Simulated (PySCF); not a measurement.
An unknown is described by computed data only.

Elements present: C, H and N. Monoisotopic mass: 77.0265 u.

| Item | Value |
| --- | --- |
| Triplet | lowest triplet excitation (Tamm–Dancoff): 2.85 eV [TDA PBE0/def2-SVPD] |
| UV, strongest line | among the 6 lowest singlet transitions: S2 at 5.04 eV (246 nm, f = 0.516) [TDDFT PBE0/def2-SVPD] |
| 13C NMR | chemical shifts (computed TMS as zero) by class: 138.8 (1 C), 122.3 (1 C), 120.3 (1 C), 103.0 (1 C), 85.1 (1 C) ppm [GIAO PBE0/pcSseg-1] |
| Dipole | 4.14 D [PBE0/def2-SVPD] |
| Rotational structure | rotational constants A, B, C: 46.316, 1.502, 1.455 GHz [GFN2-xTB] |
| 1H NMR | chemical shifts (computed TMS as zero) by class: 6.60 (1 H), 5.96 (1 H), 3.54 (1 H) ppm [GIAO PBE0/pcSseg-1] |
| UV, first state | lowest singlet excitation: 4.74 eV (261 nm, f = 0.000) [TDDFT PBE0/def2-SVPD] |
| NMR, other nuclei | isotropic shieldings of nuclei other than C and H, by class: -64 (1 N) ppm [GIAO PBE0/pcSseg-1] |
| Polarisability | 68.8 au [PBE0/def2-SVPD] |

Electronic properties: PySCF, gas phase, density fitting. Levels stand in brackets. Geometry: GFN2-xTB; no solvent, vibrations or thermal averaging. NMR classes are plain means over equivalent atoms (diastereotopic ones count apart unless rotation or inversion swaps them), as if these changed places fast.

Problem. Which formula fits the mass and the elements?

Solution. C5H3N (calculated 77.0265). No other formula that holds each of these elements comes within 0.0003 u with a fitting electron parity and a possible valence count.

Problem. What is the compound? Reason from the data.

Solution. Numbering: `[CH:1]#[C:2]/[CH:3]=[CH:4]/[C:5]#[N:6]`. Its formula, C5H3N, gives 5 degrees of unsaturation: 0 rings and 5 π bonds in the structure found. 5 carbons fall into 5 classes; from least to most shielded: alkene CH carbon [C3] (138.8 ppm), nitrile carbon [C5] (122.3 ppm), alkene CH carbon [C4] (120.3 ppm), terminal alkyne carbon [C1] (103.0 ppm), alkyne carbon [C2] (85.1 ppm). Hydrogen classes from least to most shielded: 1 H on an alkene CH carbon, C3 (6.60 ppm), 1 H on an alkene CH carbon, C4 (5.96 ppm), 1 H on a terminal alkyne carbon, C1 (3.54 ppm). The other shieldings belong to: -64 ppm, nitrile nitrogen [N6]. S1 is mainly HOMO−1→LUMO (weight 0.98); the largest Löwdin shares of the orbital it empties are 0.43 on the terminal alkyne carbon, 0.41 on the alkyne carbon, 0.07 on an alkene CH carbon and 0.04 on the alkyne hydrogen, of the orbital it fills 0.24 on an alkene CH carbon, 0.22 on an alkene CH carbon, 0.14 on the terminal alkyne carbon and 0.12 on the nitrile nitrogen. The optimised geometry has point group Cs and is an asymmetric top. Structure: `C#C/C=C/C#N`. Computed isomers that give other values at the same levels: `C=CC#CC#N` (lowest singlet excitation: 4.56 eV (272 nm, f = 0.000)); `C#C/C=C\C#N` (rotational constant A: 7.227 GHz; this holds for the one conformer computed). The assignments are read from this structure; whether some other isomer fits the data as well wasn't checked.
